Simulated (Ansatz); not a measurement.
A displaced shape of singlet Li2:

| atom | x (Å) | y (Å) | z (Å) |
| --- | --- | --- | --- |
| Li | -0.0395 | -0.0304 | -1.3981 |
| Li | -0.0238 | 0.0192 | 1.3540 |

It was optimised with HF/def2-SVP in Ansatz (development build ahead of 0.2.0) to forces under 0.001 eV/Å, with restricted orbitals. Each step stands on the lowest determinant of that kind that the program's search found.

Q: What shape does it relax to, and how does the optimisation go?

A:

```yaml
atoms:
  - { symbol: Li, position_ang: [-0.0397, -0.0313, -1.4492] }
  - { symbol: Li, position_ang: [-0.0235, 0.0201, 1.4050] }
```

Bond lengths: Li1–Li2 2.855 Å.

```json
{"step": "1", "E − E(start) (eV)": "0.0000", "largest force (eV/Å)": "0.1527"}
{"step": "2", "E − E(start) (eV)": "-0.0063", "largest force (eV/Å)": "0.0600"}
{"step": "3", "E − E(start) (eV)": "-0.0076", "largest force (eV/Å)": "0.0050"}
{"step": "4", "E − E(start) (eV)": "-0.0076", "largest force (eV/Å)": "0.0002"}
```

The optimisation ended after 4 steps with its threshold met.
